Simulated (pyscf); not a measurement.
Elementary routes open to H₂C=O (SMILES C=O) + H₂ (SMILES [H][H]) in the gas phase (singlet surface):
A. :HC–OH (SMILES [CH]O) [singlet] + H₂ (SMILES [H][H]) (C–H, H–H broken; H–O, H–H formed)
B. H₃C–OH (SMILES CO) (H–H broken; C–H, H–O formed)

PySCF, gas phase, ωB97X-D3(BJ)/def2-SVP geometries.

Q: Rank the routes by free-energy barrier at 900 K, lowest first, for ωB97M-D3(BJ)/def2-TZVP energies (ideal gas, 1 atm, RRHO with modes under 100 cm⁻¹ raised to 100, one conformer, R ln 2 for chiral ones without a mode under 150 cm⁻¹).

A: A (3.96 eV), B (4.09 eV)

Route A is the fastest of these, ahead of the next by 0.13 eV. The most stable products are those of B (ΔG = +0.17 eV), whose barrier is 0.13 eV higher: the kinetic and the thermodynamic product differ. At 298 K A is still the fastest. Only these routes are compared; each barrier is that of the saddle found, and lower ones may exist.
